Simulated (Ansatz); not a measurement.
The first iterations of a band of BClH$_{4}$O (7 atoms, charge 0, multiplicity 1).

The calculation used RKS PBE/6-31G* in Ansatz 0.2.0.

| Quantity | Value |
| --- | --- |
| movable images | 7 |
| climbing image | yes |
| spring | 5.0 eV/Å² |
| optimiser | quadratic models (default) |
| start path | through a guess of the saddle point |
| force threshold | 0.03 eV/Å |
| iteration limit | 60 |
| end points | relaxed |

Image 0:

```xyz
7
Properties=species:S:1:pos:R:3
B 0.024 -0.009 0.127
H 0.148 0.640 1.136
H 0.921 -0.033 -0.679
Cl -1.656 0.161 -0.652
O 0.017 -1.589 0.710
H -0.226 -2.149 -0.064
H -0.765 -1.643 1.308
```

Image 8:

```xyz
7
Properties=species:S:1:pos:R:3
B -0.206 -0.230 -1.022
H 0.394 -1.069 3.425
H 0.687 0.551 -1.178
Cl -1.397 -0.473 -2.327
O -0.291 -0.912 0.144
H -1.059 -1.522 0.164
H 0.335 -0.968 2.682
```

| iteration | highest image above the first end (eV) | largest band force component (eV/Å) |
| --- | --- | --- |
| 1 | 3.031 | 11.989 |
| 2 | 2.251 | 4.718 |
| 3 | 1.361 | 2.116 |
| 4 | 1.803 | 4.934 |
| 5 | 1.696 | 2.268 |
| 6 | 1.370 | 2.665 |
| 7 | 0.792 | 2.034 |
| 8 | 0.595 | 1.915 |

Problem. Does the band converge within its limit, and where does its top end?

Solution. The run converged. It ended after 24 iterations with the highest image 1.015 eV above the first end. Neighbouring images differ by up to 1.4 eV, so the band resolves the path poorly. A vibrational analysis at the climbing image gives one clearly imaginary mode, 1259i cm⁻¹: a first-order saddle point. The orbitals stay closed-shell, which can raise the energy where a bond breaks towards radicals; this wasn't checked here.

Time of the run: 3.5 min on 1 thread of Arm Neoverse V1, on a shared host, peak memory 0.1 GiB.
